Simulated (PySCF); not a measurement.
2-methyl-1,4-pentadiene, C6H10.
Atom-mapped SMILES: `[CH2:1]=[CH:2][CH2:3][C:4](=[CH2:5])[CH3:6]` (hydrogens: H7, H8 on C1; H9 on C2; H10, H11 on C3; H12, H13 on C5; H14, H15, H16 on C6)

Level: B3LYP/def2-SVPD in PySCF, non-relativistic, on one gas-phase PBE0-D3(BJ)/def2-SVP geometry that isn't relaxed in the solvent. The solvent is an IEF-PCM continuum (van der Waals radii × 1.2). Only the electrostatic response of the medium enters.

Gas phase at B3LYP/def2-SVPD: HOMO -6.96 eV, LUMO -0.35 eV, dipole 0.28 D.

Task: What does the continuum do to the energy, the frontier levels and the dipole at B3LYP/def2-SVPD in chloroform?

Result: 
```
   solvent      ε  E(solvent) − E(gas) (kcal/mol)  polarisation term (kcal/mol)  distortion of the solute (kcal/mol)  HOMO (eV)  LUMO (eV)  dipole (D)
chloroform  4.711                           -1.42                         -1.50                                 0.08      -6.94      -0.30        0.36
```

The polarisation term is half the interaction of the solute with the surface charges that it induces; the rest is the cost of distorting the solute's density. The sum is the electrostatic part of solvation alone.

Task: How does the static polarisability (B3LYP/def2-SVPD, frozen core, with the continuum's full static response) change?

Result: 
| medium | isotropic (au) | principal values (au) | ⟨r²⟩ of the electrons (bohr²) |
| --- | --- | --- | --- |
| gas | 76.7 | 60.4, 68.3, 101.4 | 723.2 |
| chloroform | 95.8 | 75.9, 83.7, 127.9 | 723.1 |

The isotropic value in chloroform is 1.25 times the gas-phase one; no cavity-field correction is applied. ⟨r²⟩ is taken about the centre of nuclear charge.

Time: 24 s wall; peak memory 0.94 GiB. Hardware: one thread, Intel Xeon Platinum 8488C (x86_64), no GPU (shared host). This is the whole response run at B3LYP/def2-SVPD in chloroform, SCF included.

Conformer computed: `[CH2:1]=[CH:2][CH2:3][C:4](=[CH2:5])[CH3:6]`: C1–C2–C3–C4 118°, C2–C3–C4–C5 113°.
